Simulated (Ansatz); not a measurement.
Dissociation curve of C3H6, SMILES C(C)=C. The C1–C5 bond (C1 also carries H, H, H; C5 carries C, H) is pulled apart rigidly from the PBE0/def2-TZVP optimised geometry.

Methods: UHF/cc-pVTZ (Ansatz, a first-principles code); RHF/cc-pVTZ (Ansatz); UKS-PBE0 = unrestricted PBE0/cc-pVTZ (Ansatz); RKS-PBE0 = restricted PBE0/cc-pVTZ (Ansatz).

Scanned distances (Å): 1.19, 1.26, 1.35, 1.42, 1.44, 1.49, 1.54, 1.59, 1.62, 1.73, 1.85, 2.02, 2.25, 2.45, 2.68, 2.97, 3.24, 3.63, 4.07, 4.45, 5.25.

**Question.** Where does the unrestricted solution first break spin symmetry (<S²> of 0.01 or more)?

**Answer.** UHF: between 1.85 and 2.02 Å; UKS-PBE0: between 2.45 and 2.68 Å.

```
R / Å  <S²> UHF  E(RHF) − E(UHF) / eV  <S²> UKS-PBE0  E(RKS-PBE0) − E(UKS-PBE0) / eV
-----  --------  --------------------  -------------  ------------------------------
1.19       0.00                 0.000           0.00                           0.000
1.26       0.00                 0.000           0.00                           0.000
1.35       0.00                 0.000           0.00                           0.000
1.42       0.00                 0.000           0.00                           0.000
1.44       0.00                 0.000           0.00                           0.000
1.49       0.00                 0.000           0.00                           0.000
1.54       0.00                 0.000           0.00                           0.000
1.59       0.00                 0.000           0.00                           0.000
1.62       0.00                 0.000           0.00                           0.000
1.73       0.00                 0.000           0.00                           0.000
1.85       0.00                 0.000           0.00                           0.000
2.02       0.04                 0.001           0.00                           0.000
2.25       0.61                 0.269           0.00                           0.000
2.45       0.90                 0.835           0.00                           0.000
2.68       1.07                 1.582           0.47                           0.140
2.97       1.17                 2.475           0.78                           0.547
3.24       1.21                 3.192           0.91                           0.947
3.63       1.23                 4.026           0.98                           1.431
4.07       1.24                 4.731           1.01                           1.819
4.45       1.24                 5.191           1.02                           2.048
5.25       1.24                 5.845           1.02                           2.325
```
